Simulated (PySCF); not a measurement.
Electronic absorption of butyronitrile

Compound: butyronitrile, C₄H₇N.
Structure used (GFN2-xTB), in Å, numbered top down from 1:
```xyz
12
C4H7N angstrom
C     -1.272   -0.497   -0.334
C     -0.417    0.352    0.598
C      0.951    0.671   -0.019
C      1.725   -0.529   -0.212
N      2.330   -1.488   -0.355
H     -2.229   -0.721    0.130
H     -1.459    0.028   -1.270
H     -0.770   -1.435   -0.561
H     -0.270   -0.175    1.543
H     -0.928    1.294    0.813
H      1.518    1.342    0.633
H      0.822    1.157   -0.991
```

Computed with TDDFT CAM-B3LYP/def2-SVPD, vertical, gas phase, core orbitals frozen in the response (PySCF).

List the vertical singlet excitations with oscillator strengths and describe the spectrum.

```json
{"state": "S1", "E (eV)": "7.85", "λ (nm)": "157.9", "f": "0.0000", "|μ| (D)": "0.03", "main configurations (H = HOMO, L = LUMO)": "H→L+3 (20%), H-1→L+5 (18%), H-1→L (13%)"}
{"state": "S2", "E (eV)": "8.17", "λ (nm)": "151.7", "f": "0.0061", "|μ| (D)": "0.45", "main configurations (H = HOMO, L = LUMO)": "H→L+3 (18%), H→L (17%), H-1→L+4 (12%)"}
{"state": "S3", "E (eV)": "8.20", "λ (nm)": "151.3", "f": "0.0015", "|μ| (D)": "0.22", "main configurations (H = HOMO, L = LUMO)": "H-1→L+3 (17%), H→L+4 (15%), H→L+2 (13%)"}
{"state": "S4", "E (eV)": "8.93", "λ (nm)": "138.8", "f": "0.0042", "|μ| (D)": "0.35", "main configurations (H = HOMO, L = LUMO)": "H→L (38%), H-1→L (17%), H→L+2 (13%)"}
{"state": "S5", "E (eV)": "8.96", "λ (nm)": "138.4", "f": "0.018", "|μ| (D)": "0.74", "main configurations (H = HOMO, L = LUMO)": "H-1→L (40%), H→L (23%), H-1→L+2 (18%)"}
{"state": "S6", "E (eV)": "9.32", "λ (nm)": "133.1", "f": "0.0048", "|μ| (D)": "0.37", "main configurations (H = HOMO, L = LUMO)": "H-2→L (76%)"}
{"state": "S7", "E (eV)": "9.53", "λ (nm)": "130.1", "f": "0.015", "|μ| (D)": "0.65", "main configurations (H = HOMO, L = LUMO)": "H-3→L (44%), H-3→L+5 (10%), H-3→L+2 (8%)"}
{"state": "S8", "E (eV)": "9.57", "λ (nm)": "129.5", "f": "0.017", "|μ| (D)": "0.69", "main configurations (H = HOMO, L = LUMO)": "H-3→L+3 (17%), H-3→L+4 (14%), H-2→L+3 (13%)"}
```

Triplets, Tamm–Dancoff:

```
state  E (eV)  λ (nm)   main configurations (H = HOMO, L = LUMO)
   T1    6.53   189.8    H-1→L+3 (22%), H→L+5 (16%), H→L+2 (11%)
   T2    7.10   174.6  H-1→L+3 (17%), H-1→L+5 (15%), H→L+4 (12%)
   T3    7.11   174.4    H→L+3 (17%), H-1→L+4 (13%), H→L+5 (12%)
```

The lowest singlet comes at 158 nm (758 kJ/mol) in the vacuum ultraviolet; it is dark (f under 0.0005); its leading configuration is HOMO→LUMO+3 (20%). The largest oscillator strength of a single state is 0.018. Löwdin shares by element: HOMO carbon 48% or more, nitrogen 40%; LUMO carbon 53% (atoms not listed hold the other 47%). Orbital energies (eV): HOMO-3 -11.81, HOMO-2 -11.54, HOMO-1 -10.80, HOMO -10.77, LUMO 1.01, LUMO+1 1.83, LUMO+2 1.87. The oscillator strengths of these states sum to 0.067; summed over the whole spectrum of an exact calculation they would give the number of electrons, 38 (Thomas–Reiche–Kuhn). Weighted by f, the mean energy of these states is 9.18 eV. Only the lowest 8 singlets were computed, as vertical energies without vibronic structure.

One conformer stands for the species.
